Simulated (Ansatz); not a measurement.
**C3H8S2: up Jacob's ladder to CCSD(T)**

One table from this session's results is given with a row withheld; the runs are named, their logs left out.

Program: Ansatz 0.2.0, Gaussian basis. Level of theory: functionals in def2-TZVPP, the program's frozen cores in correlated methods. These are calculated values, not measurements.

Plan: PBE-D4, r2SCAN-D4, PBE0-D4, B3LYP-D4, ωB97X-V, ωB97M-V, B2PLYP; CCSD(T)/def2-TZVPP; MP2/def2-QZVPP; extrapolation to the limit.

### Structure used throughout

All runs share one geometry, relaxed beforehand with PBE0-D4 in a triple-zeta def2 set.

SMILES `CCSCS`, 13 atoms, charge 0, spin multiplicity 1.

Atoms are counted from 1 here; the program's logs count them from 0.

Bond lengths: C1–C2 1.516 Å, C1–H6 1.091 Å, C1–H7 1.092 Å, C1–H8 1.094 Å, C2–S3 1.809 Å, C2–H9 1.093 Å, C2–H10 1.094 Å, S3–C4 1.803 Å, C4–S5 1.799 Å, C4–H11 1.090 Å, C4–H12 1.092 Å, S5–H13 1.343 Å. Angles: C2–C1–H6 110.8°, C2–C1–H7 111.8°, C2–C1–H8 110.5°, H6–C1–H7 107.9°, H6–C1–H8 108.4°, H7–C1–H8 107.4°, C1–C2–S3 114.9°, C1–C2–H9 110.6°, C1–C2–H10 111.5°, S3–C2–H9 104.1°, S3–C2–H10 108.6°, H9–C2–H10 106.6°, C2–S3–C4 100.4°, S3–C4–S5 110.7°, S3–C4–H11 111.1°, S3–C4–H12 110.4°, S5–C4–H11 110.2°, S5–C4–H12 105.4° and more.

The first run:

File in.yaml:

```yaml
crystal:
  periodic: [false, false, false]
  atoms:
    - {symbol: C, position_ang: [-1.593840, -0.832859, 0.133387]}
    - {symbol: C, position_ang: [-0.356688, -1.098911, -0.701896]}
    - {symbol: S, position_ang: [0.576536, 0.377358, -1.174187]}
    - {symbol: C, position_ang: [1.337006, 0.799809, 0.404865]}
    - {symbol: S, position_ang: [2.249922, 2.345141, 0.279544]}
    - {symbol: H, position_ang: [-2.275840, -0.159611, -0.388571]}
    - {symbol: H, position_ang: [-1.343414, -0.377834, 1.093869]}
    - {symbol: H, position_ang: [-2.123534, -1.766991, 0.341526]}
    - {symbol: H, position_ang: [-0.628369, -1.559034, -1.655414]}
    - {symbol: H, position_ang: [0.322914, -1.795034, -0.201891]}
    - {symbol: H, position_ang: [0.589897, 0.866351, 1.195380]}
    - {symbol: H, position_ang: [2.077718, 0.046863, 0.684062]}
    - {symbol: H, position_ang: [1.188091, 3.119952, 0.004026]}
basis:
  gaussian: {orbitals: def2-TZVPP}
hamiltonian: {xc: pbe, dispersion: d4}
output: {forces: true, orbitals: {seedname: orbitals}}
```

On the command line:

```bash
$ ansatz run in.yaml --threads 4 --pin off --events-out ev --progress --plain --max-ram 10444MiB
```

Steps of the session up to this table: PBE-D4 (GGA); r2SCAN-D4 (meta-GGA); PBE0-D4 (hybrid); B3LYP-D4 (hybrid); ωB97X-V (range-separated); ωB97M-V (range-separated); B2PLYP (double hybrid); CCSD(T) in def2-TZVPP; MP2 in def2-QZVPP.

One of the session's tables, all rows but one given; the rest of the session is left out.

| method | atomisation energy (kJ/mol) |
| --- | --- |
| PBE-D4 | 4779.7 |
| r2SCAN-D4 | 4698.2 |
| PBE0-D4 | 4716.0 |
| B3LYP-D4 | 4678.2 |
| ωB97X-V | 4701.8 |
| ωB97M-V | 4708.9 |
| B2PLYP | 4622.1 |
| HF/def2-TZVPP | 3423.8 |
| MP2/def2-TZVPP | 4612.6 |
| CCSD/def2-TZVPP | 4496.1 |
| CCSD(T)/def2-TZVPP | 4564.6 |
| MP2/CBS | ? |
| CCSD(T)/CBS | 4685.3 |

Q: Estimate the row for MP2/CBS from the others.

As computed: atomisation energy (kJ/mol): 4733.3. In the column «atomisation energy (kJ/mol)» it lies between PBE0-D4 (4716.0) and PBE-D4 (4779.7).
